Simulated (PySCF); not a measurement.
Structure elucidation problem

An unknown has the formula C8H8O. Its calculated NMR data are:

1H NMR (400 MHz, computed): δ 8.02 (m, 2H), 7.48 (m, 1H), 7.47 (m, 2H), 2.54 (s, 3H).

13C{1H} NMR (computed): δ 195.2 (C), 137.2 (C), 136.2 (CH), 131.9 (CH, 2C), 131.6 (CH, 2C), 27.4 (CH3).

- shieldings: GIAO PBE/pcSseg-1
- coordinates at the PBE0-D3(BJ)/def2-SVP level
- B3LYP/pcJ-1 coupling constants (without the spin–dipole term)
- program: PySCF 2.14.0 with density-fitted response routines
- rapidly exchanging positions averaged, single conformer, no solvent model, non-relativistic

References, each an isolated molecule treated in the same way: 1H (σref 31.20), 13C (σref 180.03) vs TMS.

**Question.** Which of these isomers gave the spectra?
A. c1ccc2c(c1)COC2
B. CC(=O)c1ccccc1
C. c1ccc2c(c1)CCO2

**Answer.** B. 

1. The formula gives 5 degrees of unsaturation (1 ring in the answer).
2. 6 carbon signals for 8 carbons: some carbons are equivalent by symmetry or fast rotation.
3. Carbon types of the structure: 2 × C, 5 × CH, 1 × CH3, which accounts for all hydrogens.
4. δC 195.2: ketone carbonyl carbon; the double bond to the heteroatom, with no lone-pair donor beside it, deshields it most.
5. δC 137.2: substituted aromatic carbon.
6. δC 136.2, 131.9, 131.6: aromatic CH; the aromatic region.
7. δH 8.02, 7.48, 7.47: hydrogen on an aromatic CH.
8. δH 2.54: hydrogen on a methyl carbon α to a carbonyl; α to C=O.

The others: c1ccc2c(c1)COC2 would give 4 carbon signals, not 6; c1ccc2c(c1)CCO2 would give 8 carbon signals, not 6.

Multiplet labels drop couplings under 1 Hz and merge nearly equal ones. Couplings among chemically equivalent protons are left out too, so labels in AA′BB′ or AA′XX′ sets are apparent multiplicities. Unscaled 3J(H,H) at this level run about 10 % above measured values. Shifts are as computed. Against solution values, carbons near 30 ppm lie about +2 ppm off and those near 130 ppm about +2 ppm. Of 1211 compounds with measured shifts, 218 miss one by over three times the rms of a fit or turn the order of signals round; such compounds aren't used in these exercises.
